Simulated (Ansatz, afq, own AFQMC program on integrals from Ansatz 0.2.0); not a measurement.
Where AFQMC and coupled cluster stand for B, doublet

A free B atom.

Basis def2-TZVP. Only valence electrons are correlated. Integrals, coupled cluster, full CI and functionals: Ansatz 0.2.0; the random walks run on the same integrals in our own AFQMC program. ph-AFQMC/CISD is guided by a CISD state made of CCSD amplitudes; releasing the constraint for a short imaginary time cuts its bias at the price of noise, slowly where states lie close. Uncertainties: one standard error, sampling alone.

Determinant: UHF, the one that the program's search chose, which needn't be the lowest solution.

Full CI on the same integrals is exact in this basis and with this determinant's frozen core.

* T1 diagnostic: 0.0138
* weight of the determinant in the CISD state: 0.931
* ⟨S²⟩ of the determinant: 0.761
* size of the correlated space: 3 electrons in 30 orbitals

| level | correlation energy (eV) |
| --- | --- |
| MP2 | -1.1838 |
| CCSD | -1.7486 |
| CCSD(T) | -1.7843 |

(1) Estimate where full CI lies against CCSD(T) on the same integrals.

(1) 11.7 meV below CCSD(T).

Reference: full CI, correlation energy -1.796 eV. The released energy is read at 1.50 1/Eh (meV from the phaseless value at times in 1/Eh: -1.1 ± 0.7 at 0.24, -1.6 ± 0.6 at 0.50, -2.3 ± 0.7 at 1.00, -2.2 ± 0.7 at 1.50).

```
         level  E − E(reference) (meV)  share of correlation (%)
       CCSD(T)                    11.7                     99.35
   ph-AFQMC/HF            146.4 ± 10.7                     91.85
 ph-AFQMC/CISD               3.5 ± 0.8                     99.81
released AFQMC               1.3 ± 0.7                     99.93
```

A walk keeps the symmetry of its determinant, which the program's search chose and which needn't be the lowest solution, so a lower state of the same spin and another symmetry isn't excluded. Released energies are given only where the last usable release times agree within the noise; a slower fall can still hide under it.
